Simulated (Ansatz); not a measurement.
Start from InP in the zinc blende structure (space group F-43m, No. 216; a = 5.878 Å).

All numbers come from PBEsol, PAW, 420 eV (Ansatz, a first-principles code; scalar-relativistic without spin-orbit coupling).

One thing is altered: full substitution P → As; the structure is relaxed again.

Measured lattice parameter a: InP 5.858 Å (static lattice; corrected from measurement; as listed in Daniel Mejia-Rodriguez, S. B. Trickey, Phys. Rev. B (2018)); InAs 6.047 Å (static lattice; corrected from measurement; as listed in Daniel Mejia-Rodriguez, S. B. Trickey, Phys. Rev. B (2018)).

Question: How well does PBEsol reproduce the measured shift?

Answer: With PBEsol the lattice parameter a moves by +0.209 Å (5.878 → 6.087) against +0.189 Å measured.

Stability against distortions was not tested. All final runs are without spin polarisation.
